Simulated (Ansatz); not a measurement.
**Appearance energy of a fragment ion: C4H7N → [C3H7]+ + CN + e⁻**

Species: C4H7N (isobutyronitrile) `CC(C)C#N`, singlet; [C3H7]+ `C[CH+]C`, singlet; CN, doublet. 

Shapes, held fixed at every level: PBE0-D4/def2-TZVP. Programs: Ansatz 0.2.0. Electronic energies: no zero-point or thermal term.

```
                level           kind  ΔE (eV)  CPU time (sum over the molecules)
        HF/def2-TZVPP   Hartree–Fock   +11.15                                  –
     SPW92/def2-TZVPP            LDA   +13.13                              6.6 s
    PBE-D4/def2-TZVPP            GGA   +12.55                               12 s
 r2SCAN-D4/def2-TZVPP       meta-GGA   +12.55                               20 s
  B3LYP-D4/def2-TZVPP  global hybrid   +12.71                               17 s
  BHLYP-D4/def2-TZVPP  global hybrid   +12.78                               13 s
r2SCAN0-D4/def2-TZVPP  global hybrid   +12.76                               19 s
    B2PLYP/def2-TZVPP  double hybrid   +12.64                               22 s
```

B2PLYP/def2-TZVPP gives ΔE = +12.64 eV; the levels span +11.15 to +13.13. The median of the levels is +12.67. No measured value is set beside it here. Spin contamination: CN (⟨S²⟩ up to 1.11). Open shells run unrestricted unless RO is named. The onset seen in experiment also holds zero-point changes and kinetic shifts. Times are processor times on shared x86 and Arm servers, and rough.
